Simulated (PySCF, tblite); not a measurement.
# C3H4ClO radical: geometry, infrared bands and EPR parameters

Aim: predict the infrared bands and EPR parameters of C3H4ClO radical (`C=C(Cl)[CH]O`).

Computed with tblite 0.8.0 and PySCF 2.14.0, with density-fitted response routines of our own, on a single molecule in the gas phase. Atoms count from 0, in the outputs and in this text.

## Step 1: The molecule as given

9 atoms, charge 0, multiplicity 2; geometry from: force field or distance geometry start.

Bonds of the start (Å): C0–C1 1.35, C1–Cl2 1.73, C1–C3 1.47, C3–O4 1.39, C0–H5 1.10, C0–H6 1.09, C3–H7 1.12, O4–H8 1.01.

## Step 2: Geometry optimisation with GFN2-xTB

What the job is given:

```
{"job": {"kind": "relax", "xc": "GFN2-xTB", "basis": "xTB"}, "charge": 0, "multiplicity": 2}
C      1.306600     0.177400     0.052500
C      0.053600     0.638000    -0.127700
Cl    -0.306300     2.067800    -1.036800
C     -1.050400    -0.112700     0.495800
O     -1.348900    -1.307300    -0.141400
H      1.432000    -0.736500     0.648800
H      2.170700     0.685300    -0.379000
H     -0.960600    -0.207300     1.604700
H     -1.283000    -1.198800    -1.142100
```

Run with:

```bash
OMP_NUM_THREADS=1 python probes_run.py task.json out
```

This one command runs all jobs of the session in turn.

**Question.** This job is followed by: GFN2-xTB harmonic vibrations, gas phase; UKS B3LYP, pcH-1 on C Cl H O, non-relativistic, mean-field spin-orbit, GIAO. Predict these results of the whole session: strongest single infrared mode (GFN2-xTB); zero-point energy (GFN2-xTB); g(iso) (B3LYP); ⟨S²⟩; largest a(iso); potential on the surface of density 0.002 e/bohr³, 1st and 99th percentile.

The runs gave:

```
                                                                  quantity                  value
                                 strongest single infrared mode (GFN2-xTB)  1106 cm⁻¹, 224 km/mol
                                              zero-point energy (GFN2-xTB)          37.8 kcal/mol
                                                            g(iso) (B3LYP)                2.00276
                                                                      ⟨S²⟩     0.773 (exact 0.75)
                                                            largest a(iso)   13C on C1, -53.0 MHz
potential on the surface of density 0.002 e/bohr³, 1st and 99th percentile     -1.02 V and 1.92 V
```

Over 61 steps the energy fell by 1.180 eV; of the close pairs, C1–C3 changed most, 1.473 to 1.384 Å. No mode is imaginary among the 21: a minimum at this level. The strongest single mode, at 1106 cm⁻¹, is spread over several atoms, H8, H7, O4, C1 among them. Unscaled tight-binding wavenumbers are off by several per cent, some by more. Its intensities can rank the bands wrongly. The largest spin populations lie on C0 (0.66 e), C3 (0.54 e). The isotropic g lies 0.4 ppt above the free-electron value. The conformer search found further structures of the same energy, which may be mirror or relabelled copies of this one.
